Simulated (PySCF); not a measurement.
# F: ionisation energy

F [He] 2s2 2p5 (2P) → F⁺ [He] 2s2 2p4 (3P), as a difference of total energies. Calculation: PySCF 2.14, in cc-pVDZ (3s2p1d, 14 functions); no relativity, point nucleus. Correlated levels: valence: 1s2 frozen. The calculations carry no spin-orbit coupling.

```tsv
method	ionisation energy (eV)
UHF	15.640
BP86	17.489
PBE0	17.228
MP2 (valence)	16.785
SCS-MP2 (valence)	16.744
CCSD (valence)	16.704
CCSD(T) (valence)	16.707
```

**Question.** How much does correlation contribute at CCSD(T) (valence)?

**Answer.** 16.707 − (15.640) = 1.067 eV, measured against UHF.

Errors of the correlated levels include the incompleteness of this basis and the frozen core.

For comparison: 17.427 eV (measured; NIST levels, between the centres of gravity of the two terms).
